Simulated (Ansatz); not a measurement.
A run of Ansatz (development build ahead of 0.2.0) on doublet CH₃ at this shape:

| atom | x (Å) | y (Å) | z (Å) |
| --- | --- | --- | --- |
| C | 0.0029 | -0.0038 | 0.0000 |
| H | 1.0886 | 0.0002 | 0.0000 |
| H | -0.5467 | 0.9468 | 0.0000 |
| H | -0.5448 | -0.9432 | 0.0000 |

Its results:

```
Converged                       : yes
Reference energy                : -39.56358 hartree
Correlation energy              : -0.12700 hartree
Total energy                    : -39.69058 hartree
Spin squared of the determinant : 0.762
```

Question: Which input gives this output? Name the method, the orbitals and the basis set, and write the input.

Answer: UHF-MP2 in cc-pVDZ.

```yaml
crystal:
  periodic: [false, false, false]
  atoms:
    - { symbol: C, position_ang: [0.0029, -0.00381, 0.0] }
    - { symbol: H, position_ang: [1.08856, 0.00019, 0.0] }
    - { symbol: H, position_ang: [-0.54666, 0.94678, 0.0] }
    - { symbol: H, position_ang: [-0.54479, -0.94317, 0.0] }
basis:
  gaussian: { orbitals: cc-pVDZ }
magnetization:
  spin_polarized: true
  initial_magnetization: 1
hamiltonian:
  xc: hf
correlation:
  method: mp2
  frozen_orbitals: { C: 1, H: 0 }
```
